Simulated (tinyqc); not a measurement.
Inside a calculation (part 3 of 3). Method: ROHF in the sto-3g basis, for NH3+, spin multiplicity 2. Computed by tinyqc, a small Python program that keeps every step (integrals from PySCF). Command: `OMP_NUM_THREADS=1 python tinyqc.py 25850 25851 out.jsonl` (the two numbers bound the seeds that draw the settings). One thread of a shared host (Intel(R) Xeon(R) Processor @ 2.60GHz), about 0.1 s of CPU time with the checks.

Geometry (angstrom):
```
atom        x        y       z
N      0.0000   0.0000  0.5340
H      1.1960   0.0000  0.0000
H     -0.5980   1.0360  0.0000
H     -0.5980  -1.0360  0.0000
```

## Iteration 2: diagonalisation and new density

extrapolated F (hartree):
```
           1N 1s    1N 2s   1N 2px   1N 2py   1N 2pz    2H 1s    3H 1s    4H 1s
1N 1s   -15.6240  -3.9626   0.0000   0.0000  -0.0037  -0.5001  -0.4999  -0.4999
1N 2s    -3.9626  -2.1583   0.0000   0.0000   0.1237  -0.6171  -0.6169  -0.6169
1N 2px    0.0000   0.0000  -0.5911   0.0000   0.0000  -0.3936   0.1967   0.1967
1N 2py    0.0000   0.0000   0.0000  -0.5910   0.0000   0.0000  -0.3408   0.3408
1N 2pz   -0.0037   0.1237   0.0000   0.0000  -0.3424   0.1889   0.1888   0.1888
2H 1s    -0.5001  -0.6171  -0.3936   0.0000   0.1889  -0.5234  -0.1606  -0.1606
3H 1s    -0.4999  -0.6169   0.1967  -0.3408   0.1888  -0.1606  -0.5233  -0.1605
4H 1s    -0.4999  -0.6169   0.1967   0.3408   0.1888  -0.1606  -0.1605  -0.5233
```

X:
```
              1        2        3        4        5        6        7        8
1N 1s   -0.3775   0.0002   0.0000   0.7095   0.6256  -0.0001   0.0000   0.1748
1N 2s    1.0769  -0.0004   0.0000  -0.2067   0.2589  -0.0001   0.0000   0.4563
1N 2px   0.0004   0.8609   0.0000   0.0000   0.0000   0.6591   0.0000   0.0001
1N 2py   0.0000   0.0000   0.8609   0.0000   0.0000   0.0000   0.6590   0.0000
1N 2pz  -0.3717   0.0001   0.0000  -0.6933   0.6470   0.0000   0.0000  -0.1636
2H 1s   -0.5138  -0.8119   0.0000  -0.1511  -0.1284   0.4657   0.0000   0.3158
3H 1s   -0.5132   0.4063  -0.7032  -0.1511  -0.1285  -0.2329   0.4034   0.3157
4H 1s   -0.5132   0.4063   0.7032  -0.1511  -0.1285  -0.2329  -0.4034   0.3157
```

Diagonalise F' = X^T F X, C = X C', fill 5 alpha and 4 beta electrons from the bottom; D(s) = C_occ C_occ^T. Each column has its largest component positive (the first on a tie).

F' = X^T F X (hartree):
```
         1        2        3        4        5        6        7        8
1  -0.6412   0.0005   0.0000   1.7596   1.5467  -0.0002   0.0000   0.3529
2   0.0005   0.0285   0.0000  -0.0012  -0.0012  -0.0503   0.0000  -0.0004
3   0.0000   0.0000   0.0285   0.0000   0.0000   0.0000  -0.0503   0.0000
4   1.7596  -0.0012   0.0000  -6.6543  -6.6725   0.0010   0.0000  -2.9844
5   1.5467  -0.0012   0.0000  -6.6725  -7.4190   0.0011   0.0000  -3.2818
6  -0.0002  -0.0503   0.0000   0.0010   0.0011  -0.7372   0.0000   0.0005
7   0.0000   0.0000  -0.0503   0.0000   0.0000   0.0000  -0.7372   0.0000
8   0.3529  -0.0004   0.0000  -2.9844  -3.2818   0.0005   0.0000  -2.5967
```

orbital energies (hartree): MO1 -15.6308, MO2 -1.2691, MO3 -0.7405, MO4 -0.7405, MO5 -0.4087, MO6 -0.0026, MO7 0.0318, MO8 0.0318

coefficients C:
```
            MO1      MO2      MO3      MO4      MO5      MO6      MO7      MO8
1N 1s    0.9942  -0.2384   0.0000   0.0000  -0.1053   0.1076   0.0000   0.0002
1N 2s    0.0253   0.8948  -0.0002   0.0000   0.5214  -0.6360   0.0000  -0.0012
1N 2px   0.0000   0.0001   0.7138   0.0000   0.0001   0.0014   0.0000  -0.8161
1N 2py   0.0000   0.0000   0.0000   0.7138   0.0000   0.0000   0.8160   0.0000
1N 2pz  -0.0014  -0.1270  -0.0001   0.0000   0.7514   0.6953   0.0000   0.0012
2H 1s   -0.0040   0.1032   0.4118   0.0000  -0.2844   0.5562   0.0000   0.8418
3H 1s   -0.0040   0.1032  -0.2059   0.3566  -0.2846   0.5583  -0.7281  -0.4194
4H 1s   -0.0040   0.1032  -0.2059  -0.3566  -0.2846   0.5583   0.7281  -0.4194
```

D(alpha) after iteration 2:
```
          1N 1s    1N 2s   1N 2px   1N 2py   1N 2pz    2H 1s    3H 1s    4H 1s
1N 1s    1.0563  -0.2430   0.0000   0.0000  -0.0503   0.0014   0.0014   0.0014
1N 2s   -0.2430   1.0731  -0.0001   0.0000   0.2781  -0.0561  -0.0561  -0.0561
1N 2px   0.0000  -0.0001   0.5095   0.0000   0.0000   0.2940  -0.1470  -0.1470
1N 2py   0.0000   0.0000   0.0000   0.5095   0.0000   0.0000   0.2546  -0.2546
1N 2pz  -0.0503   0.2781   0.0000   0.0000   0.5808  -0.2268  -0.2269  -0.2269
2H 1s    0.0014  -0.0561   0.2940   0.0000  -0.2268   0.2612   0.0068   0.0068
3H 1s    0.0014  -0.0561  -0.1470   0.2546  -0.2269   0.0068   0.2612   0.0068
4H 1s    0.0014  -0.0561  -0.1470  -0.2546  -0.2269   0.0068   0.0068   0.2612
```

D(beta) after iteration 2:
```
          1N 1s    1N 2s   1N 2px   1N 2py   1N 2pz    2H 1s    3H 1s    4H 1s
1N 1s    1.0452  -0.1881   0.0000   0.0000   0.0288  -0.0286  -0.0286  -0.0286
1N 2s   -0.1881   0.8013  -0.0001   0.0000  -0.1137   0.0922   0.0923   0.0923
1N 2px   0.0000  -0.0001   0.5095   0.0000  -0.0001   0.2940  -0.1469  -0.1469
1N 2py   0.0000   0.0000   0.0000   0.5095   0.0000   0.0000   0.2546  -0.2546
1N 2pz   0.0288  -0.1137  -0.0001   0.0000   0.0161  -0.0131  -0.0131  -0.0131
2H 1s   -0.0286   0.0922   0.2940   0.0000  -0.0131   0.1803  -0.0741  -0.0741
3H 1s   -0.0286   0.0923  -0.1469   0.2546  -0.0131  -0.0741   0.1802  -0.0741
4H 1s   -0.0286   0.0923  -0.1469  -0.2546  -0.0131  -0.0741  -0.0741   0.1802
```

## Iteration 10 (converged): orbitals

converged F (hartree):
```
           1N 1s    1N 2s   1N 2px   1N 2py   1N 2pz    2H 1s    3H 1s    4H 1s
1N 1s   -15.8330  -4.0057   0.0000   0.0000   0.0088  -0.5070  -0.5067  -0.5067
1N 2s    -4.0057  -2.2245   0.0000   0.0000   0.1368  -0.6826  -0.6824  -0.6824
1N 2px    0.0000   0.0000  -0.6509   0.0000   0.0000  -0.4658   0.2328   0.2328
1N 2py    0.0000   0.0000   0.0000  -0.6509   0.0000   0.0000  -0.4034   0.4034
1N 2pz    0.0088   0.1368   0.0000   0.0000  -0.5121   0.2048   0.2047   0.2047
2H 1s    -0.5070  -0.6826  -0.4658   0.0000   0.2048  -0.5894  -0.1647  -0.1647
3H 1s    -0.5067  -0.6824   0.2328  -0.4034   0.2047  -0.1647  -0.5893  -0.1646
4H 1s    -0.5067  -0.6824   0.2328   0.4034   0.2047  -0.1647  -0.1646  -0.5893
```

As before.

F' = X^T F X (hartree):
```
         1        2        3        4        5        6        7        8
1  -0.5744   0.0005   0.0000   1.7612   1.6262  -0.0002   0.0000   0.3365
2   0.0005   0.0745   0.0000  -0.0012  -0.0012  -0.0346   0.0000  -0.0004
3   0.0000   0.0000   0.0744   0.0000   0.0000   0.0000  -0.0346   0.0000
4   1.7612  -0.0012   0.0000  -6.8428  -6.6902   0.0010   0.0000  -3.0188
5   1.6262  -0.0012   0.0000  -6.6902  -7.5710   0.0011   0.0000  -3.2937
6  -0.0002  -0.0346   0.0000   0.0010   0.0011  -0.8499   0.0000   0.0005
7   0.0000   0.0000  -0.0346   0.0000   0.0000   0.0000  -0.8498   0.0000
8   0.3365  -0.0004   0.0000  -3.0188  -3.2937   0.0005   0.0000  -2.7169
```

orbital energies (hartree): MO1 -15.8394, MO2 -1.3627, MO3 -0.8511, MO4 -0.8511, MO5 -0.5183, MO6 0.0154, MO7 0.0757, MO8 0.0758

coefficients C:
```
            MO1      MO2      MO3      MO4      MO5      MO6      MO7      MO8
1N 1s    0.9944  -0.2296   0.0000   0.0000  -0.0869  -0.1370   0.0000  -0.0002
1N 2s    0.0244   0.8513  -0.0001   0.0000   0.4003   0.7695   0.0000   0.0010
1N 2px   0.0000   0.0000   0.6907   0.0000   0.0001  -0.0010   0.0000   0.8357
1N 2py   0.0000   0.0000   0.0000   0.6907   0.0000   0.0000   0.8357   0.0000
1N 2pz  -0.0022  -0.1453  -0.0001   0.0000   0.8837  -0.5121   0.0000  -0.0007
2H 1s   -0.0038   0.1315   0.4351   0.0000  -0.1460  -0.6023   0.0000  -0.8297
3H 1s   -0.0038   0.1315  -0.2176   0.3768  -0.1460  -0.6038  -0.7178   0.4137
4H 1s   -0.0038   0.1315  -0.2176  -0.3768  -0.1460  -0.6038   0.7178   0.4137
```

D(alpha) after iteration 10:
```
          1N 1s    1N 2s   1N 2px   1N 2py   1N 2pz    2H 1s    3H 1s    4H 1s
1N 1s    1.0491  -0.2060   0.0000   0.0000  -0.0456  -0.0213  -0.0213  -0.0213
1N 2s   -0.2060   0.8856   0.0000   0.0000   0.2299   0.0534   0.0534   0.0534
1N 2px   0.0000   0.0000   0.4771   0.0000   0.0000   0.3005  -0.1503  -0.1503
1N 2py   0.0000   0.0000   0.0000   0.4771   0.0000   0.0000   0.2603  -0.2603
1N 2pz  -0.0456   0.2299   0.0000   0.0000   0.8020  -0.1481  -0.1481  -0.1481
2H 1s   -0.0213   0.0534   0.3005   0.0000  -0.1481   0.2280  -0.0560  -0.0560
3H 1s   -0.0213   0.0534  -0.1503   0.2603  -0.1481  -0.0560   0.2279  -0.0560
4H 1s   -0.0213   0.0534  -0.1503  -0.2603  -0.1481  -0.0560  -0.0560   0.2279
```

D(beta) after iteration 10:
```
          1N 1s    1N 2s   1N 2px   1N 2py   1N 2pz    2H 1s    3H 1s    4H 1s
1N 1s    1.0415  -0.1712   0.0000   0.0000   0.0312  -0.0340  -0.0340  -0.0340
1N 2s   -0.1712   0.7253  -0.0001   0.0000  -0.1238   0.1118   0.1119   0.1119
1N 2px   0.0000  -0.0001   0.4771   0.0000   0.0000   0.3006  -0.1503  -0.1503
1N 2py   0.0000   0.0000   0.0000   0.4771   0.0000   0.0000   0.2603  -0.2603
1N 2pz   0.0312  -0.1238   0.0000   0.0000   0.0211  -0.0191  -0.0191  -0.0191
2H 1s   -0.0340   0.1118   0.3006   0.0000  -0.0191   0.2066  -0.0774  -0.0774
3H 1s   -0.0340   0.1119  -0.1503   0.2603  -0.0191  -0.0774   0.2066  -0.0774
4H 1s   -0.0340   0.1119  -0.1503  -0.2603  -0.0191  -0.0774  -0.0774   0.2066
```

Within a degenerate level the vectors are fixed only up to a rotation; this is one choice.

## Convergence

Stop when the energy changes by less than 1e-10 hartree and every element of the error matrix X^T (F D S - S D F) X is below 3e-06.

Course of the cycle:
```
iteration  E (hartree)     change  largest element of the error matrix
1           -53.359310          -                             6.42e-01
2           -54.485378  -1.13e+00                             5.87e-01
3           -55.031685  -5.46e-01                             8.07e-02
4           -55.057878  -2.62e-02                             3.02e-02
5           -55.059488  -1.61e-03                             4.47e-03
6           -55.059512  -2.40e-05                             4.41e-04
7           -55.059513  -6.63e-07                             1.30e-04
8           -55.059513  -2.60e-08                             1.73e-05
9           -55.059513  -8.44e-10                             4.61e-06
10          -55.059513  -5.86e-11                             3.35e-07
```

PySCF ROHF in the same basis = -55.059513 hartree

Converged in 10 iterations.

## Populations, bond orders and dipole

overlap S:
```
         1N 1s   1N 2s   1N 2px   1N 2py   1N 2pz    2H 1s    3H 1s    4H 1s
1N 1s   1.0000  0.2350   0.0000   0.0000   0.0000   0.0291   0.0291   0.0291
1N 2s   0.2350  1.0000   0.0000   0.0000   0.0000   0.3283   0.3282   0.3282
1N 2px  0.0000  0.0000   1.0000   0.0000   0.0000   0.2983  -0.1491  -0.1491
1N 2py  0.0000  0.0000   0.0000   1.0000   0.0000   0.0000   0.2583  -0.2583
1N 2pz  0.0000  0.0000   0.0000   0.0000   1.0000  -0.1332  -0.1332  -0.1332
2H 1s   0.0291  0.3283   0.2983   0.0000  -0.1332   1.0000   0.1059   0.1059
3H 1s   0.0291  0.3282  -0.1491   0.2583  -0.1332   0.1059   1.0000   0.1058
4H 1s   0.0291  0.3282  -0.1491  -0.2583  -0.1332   0.1059   0.1058   1.0000
```

Mulliken: Z minus the diagonal of D S on the atom; Loewdin: the same with S^(1/2) D S^(1/2); Mayer order: 2 sum_s sum (D(s) S)_ij (D(s) S)_ji over the two atoms.

Charges (e):
```
atom  Mulliken  Loewdin  Mulliken spin
1N     -0.0183   0.1261         0.9274
2H      0.3394   0.2913         0.0242
3H      0.3395   0.2913         0.0242
4H      0.3395   0.2913         0.0242
```

Mayer bond orders:
```
pair   order
2-1   0.8560
3-1   0.8560
3-2   0.0141
4-1   0.8560
4-2   0.0141
4-3   0.0141
```

dipole moment about the origin, x y z (debye): -0.0003  0.0000  -0.0019
